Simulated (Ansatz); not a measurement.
# AlH3+ (doublet): B2PLYP, RPA-PBE over a scan of the angle H2–Al1–H3, aug-cc-pVDZ

Aim: run AlH3+ (doublet) with these functionals over a scan of the angle H2–Al1–H3, and hold them against the top wave-function level at the same points.

Computed with Ansatz 0.2.0, Gaussian basis. Level: aug-cc-pVDZ, all electrons in the functionals, frozen cores in the correlation of double hybrids and RPA.

The runs, in order: B2PLYP, RPA-PBE, at 73.3°; 88.5°; 103.0°; 122.1°; 142.6°; 155.5°; 167.6°; 180.0°.

11 further runs of the same task are left out: 4 for a known fault of the program, 5 that didn't finish, 2 set aside as unsound or not needed.

## 1. What is computed

The geometry derives from a PBE0/def2-TZVP stationary point (not a proven minimum). One angle is set to the value named; bond lengths are kept.

4 atoms, charge 1, spin multiplicity 2.

Atoms are counted from 1 here; the program's logs count them from 0.

Bond lengths: Al1–H2 1.560 Å, Al1–H3 1.560 Å. Angles: H2–Al1–H3 167.6°.

No dispersion term is added.

The geometry shown and the zero of energy belong to the point 167.6°. The yardstick, FCI, and other wave-function levels (R restricted, U unrestricted, valence and pair active spaces) come from earlier runs.

## 2. B2PLYP, 73.3°

The input, in.yaml:

```yaml
crystal:
  periodic: [false, false, false]
  atoms:
    - {symbol: Al, position_ang: [0.000000, -0.015607, 0.000000]}
    - {symbol: H, position_ang: [0.000000, 1.236282, -0.931431]}
    - {symbol: H, position_ang: [0.000000, 1.236282, 0.931431]}
    - {symbol: H, position_ang: [0.000000, -2.054779, 0.000000]}
basis:
  gaussian: {orbitals: aug-cc-pVDZ}
total_charge: 1
magnetization: {spin_polarized: true, initial_magnetization: 1}
hamiltonian: {xc: {name: B2PLYP}}
correlation: {electrons: outside_noble_gas}
```

The run is started by

```
ansatz run in.yaml --threads 1 --pin off --events-out ev --progress --plain --max-ram 2393MiB
```

The runs that follow: B2PLYP, 88.5°; B2PLYP, 103.0°; B2PLYP, 122.1°; B2PLYP, 142.6°; B2PLYP, 155.5°; B2PLYP, 167.6°; B2PLYP, 180.0°; RPA-PBE, 73.3°; RPA-PBE, 88.5°; RPA-PBE, 103.0°; RPA-PBE, 122.1°; RPA-PBE, 142.6°; RPA-PBE, 155.5°; RPA-PBE, 167.6°; RPA-PBE, 180.0°.

**Question.** What will the summary of the whole plan be? Wanted: span of the FCI curve; largest miss, B2PLYP; largest miss, RPA-PBE.

As calculated:

| quantity | value |
| --- | --- |
| span of the FCI curve | 128.0 kJ/mol |
| largest miss, B2PLYP | +1.8 kJ/mol (73.3°) |
| largest miss, RPA-PBE | -36.9 kJ/mol (88.5°) |

**Reading.** Of the functionals, B2PLYP keep the smallest largest miss at the points compared (at most 1.8 kJ/mol) and RPA-PBE strays most (36.9 kJ/mol, at 88.5°). Functionals and the yardstick converge differently with the basis, so part of each miss in aug-cc-pVDZ is the basis.
